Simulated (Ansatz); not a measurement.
# SiH2: taking an electron away

An exercise on one series of results from a longer session: the logs are not shown, and one member is left open.

The runs use Ansatz 0.2.0, Gaussian basis; unrestricted cation, the program's frozen cores in correlated methods.

Plan: UKS PBE-D4/def2-TZVPP; UKS r2SCAN-D4/def2-TZVPP; UKS PBE0-D4/def2-TZVPP; UKS B3LYP-D4/def2-TZVPP; UKS wB97X-V/def2-TZVPP; UKS wB97M-V/def2-TZVPP; UKS B2PLYP/def2-TZVPP; UHF-CCSD(T)/def2-TZVPP; UHF-CCSD(T)/def2-QZVPP; extrapolation to the limit; then −ε(HOMO) from the neutral's earlier runs with LDA (SPW92), PBE-D4, revPBE-D4, BLYP-D4, r2SCAN-D4, B97M-V, PBE0-D4, B3LYP-D4, r2SCANh-D4, r2SCAN0-D4, HSE06-D4, BHLYP-D4, CAM-B3LYP-D4, LC-ωPBE, ωB97X-V, ωB97M-V.

## Structure used throughout

The geometry comes from an earlier relaxation with PBE0-D4 in a triple-zeta def2 set; it is a stationary point.

SMILES `[SiH2]`, 3 atoms, charge 0, spin multiplicity 1.

Atoms are counted from 1 here; the program's logs count them from 0.

Bond lengths: Si1–H2 1.525 Å, Si1–H3 1.525 Å. Angles: H2–Si1–H3 91.2°.

Set-up of the first run:

Contents of in.yaml:

```yaml
crystal:
  periodic: [false, false, false]
  atoms:
    - {symbol: Si, position_ang: [-0.491202, 0.468571, -0.213612]}
    - {symbol: H, position_ang: [0.840317, 0.578644, 0.522462]}
    - {symbol: H, position_ang: [-0.349116, -1.047214, -0.308851]}
basis:
  gaussian: {orbitals: def2-TZVPP}
total_charge: 1
magnetization: {spin_polarized: true, initial_magnetization: 1}
hamiltonian: {xc: pbe, dispersion: d4}
```

Among the steps run: Cation, UKS PBE-D4/def2-TZVPP; Cation, UKS r2SCAN-D4/def2-TZVPP; Cation, UKS PBE0-D4/def2-TZVPP; Cation, UKS B3LYP-D4/def2-TZVPP; Cation, UKS wB97X-V/def2-TZVPP; Cation, UKS wB97M-V/def2-TZVPP; Cation, UKS B2PLYP (frozen core)/def2-TZVPP; Cation, UHF-CCSD(T)/def2-TZVPP; Cation, UHF-CCSD(T)/def2-QZVPP.

One of the session's tables, all rows but one given; the rest of the session is left out.

For comparison, −ε(HOMO) of the neutral from earlier runs:

| functional | −ε(HOMO) (eV) |
| --- | --- |
| LDA (SPW92) | 5.88 |
| PBE-D4 | 5.83 |
| revPBE-D4 | 5.81 |
| BLYP-D4 | ? |
| r2SCAN-D4 | 6.04 |
| B97M-V | 6.14 |
| PBE0-D4 | 6.87 |
| B3LYP-D4 | 6.71 |
| r2SCANh-D4 | 6.42 |
| r2SCAN0-D4 | 7.00 |
| HSE06-D4 | 6.47 |
| BHLYP-D4 | 7.81 |
| CAM-B3LYP-D4 | 8.16 |
| LC-ωPBE | 9.46 |
| ωB97X-V | 9.13 |
| ωB97M-V | 8.96 |

Q: Estimate the row for BLYP-D4 from the others.

Worked estimate for «−ε(HOMO) (eV)». Against the share of exact exchange, B3LYP-D4 (0.2, 6.71), BHLYP-D4 (0.5, 7.81) give a slope of 3.67 per unit share; at 0 the line stands at 5.98.

**Answer.** −ε(HOMO) (eV): 5.72. In «−ε(HOMO) (eV)» the line misses by +0.26.
